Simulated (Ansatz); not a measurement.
# HMgP: the cost of one run

Computed with Ansatz 0.2.0, Gaussian basis. Level: def2-QZVPP, all electrons in the functionals.

Plan: PBE, BLYP, r2SCAN, B97M-V, PBE0, B3LYP, at charge 0, triplet; charge 0, singlet; charge 0, quintet; charge 1, doublet; charge 1, quartet.

2 further runs of the same task are left out: 2 set aside as unsound or not needed.

## (1) What is computed

The geometry is a PBE0/def2-TZVP stationary point (not a proven minimum).

3 atoms, charge 0, spin multiplicity 3.

Atoms are counted from 1 here; the program's logs count them from 0.

Bond lengths: P1–Mg2 2.462 Å, Mg2–H3 1.704 Å. Angles: P1–Mg2–H3 180.0°.

No dispersion term is added; B97M-V holds VV10 nonlocal correlation. B3LYP takes the VWN-RPA correlation.

The geometry shown and the zero of energy belong to the point charge 0, triplet. The yardstick, UCCSD(T), and other wave-function levels (R restricted, U unrestricted, valence and pair active spaces) come from earlier runs.

## (2) PBE, charge 0, triplet

The input, in.yaml:

```yaml
crystal:
  periodic: [false, false, false]
  atoms:
    - {symbol: P, position_ang: [0.000000, 0.000000, 2.209624]}
    - {symbol: Mg, position_ang: [0.000000, 0.000000, -0.252681]}
    - {symbol: H, position_ang: [0.000000, 0.000000, -1.956943]}
basis:
  gaussian: {orbitals: "def2-QZVPP.json"}
magnetization: {spin_polarized: true, initial_magnetization: 2}
hamiltonian: {xc: {name: PBE}}
output: {orbitals: {seedname: orbitals}}
```

Launch:

```sh
$ ansatz run in.yaml --threads 1 --pin off --events-out ev --progress --plain --max-ram 2393MiB
```

What time and memory should one allow on 1 thread of Arm Neoverse V1, shared host?

About 9.5 s, with a peak of 0.28 GiB.
